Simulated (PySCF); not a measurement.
Breaking a bond: H4Si, SMILES [SiH4]. The Si1–H5 bond (Si1 also carries H, H, H; H5 carries nothing else) is stretched with both fragments frozen at the PBE0/def2-TZVP optimised geometry.

RKS-PBE = restricted PBE/cc-pVDZ run with PySCF 2.14.0; RCCSD(T) = CCSD(T) on RHF/cc-pVDZ, 5 core orbitals frozen (PySCF); UCCSD(T) = PySCF with CCSD(T) on UHF/cc-pVDZ, 5 core orbitals frozen.

Energies relative to the lowest point of each curve near equilibrium, in kcal/mol:

| R / Å | RKS-PBE | RCCSD(T) |
|---|---|---|
| 1.11 | 56.5 | 54.9 |
| 1.19 | 31.5 | 29.9 |
| 1.28 | 14.0 | 12.7 |
| 1.39 | 3.1 | 2.4 |
| 1.48 | 0.1 | 0.0 |
| 1.59 | 1.1 | 1.8 |
| 1.85 | 14.4 | 16.7 |
| 2.22 | 40.6 | 43.9 |
| 2.45 | 56.0 | 58.6 |
| 2.68 | 69.5 | 70.1 |
| 3.61 | 104.0 | 86.7 |
| 4.03 | 112.0 | 86.1 |

Predict the corresponding UCCSD(T) column.

1.11: 54.9; 1.19: 29.9; 1.28: 12.7; 1.39: 2.4; 1.48: 0.0; 1.59: 1.8; 1.85: 16.7; 2.22: 44.0; 2.45: 59.2; 2.68: 71.2; 3.61: 90.2; 4.03: 91.0 (kcal/mol).

At the longest distance RKS-PBE leaves fractional charges on the fragments, a sign of delocalisation error or of the restricted form. The restricted form behind RKS-PBE keeps the bonding electrons paired and can't separate into open-shell fragments. The T1 diagnostic of CCSD on the restricted reference of RCCSD(T) exceeds 0.045 at 2.97 to 5.19 Å. The unrestricted determinant behind UCCSD(T) is spin-contaminated at 2.22 to 5.19 Å (<S²> up to 1.0, against 0.00 for a pure singlet).
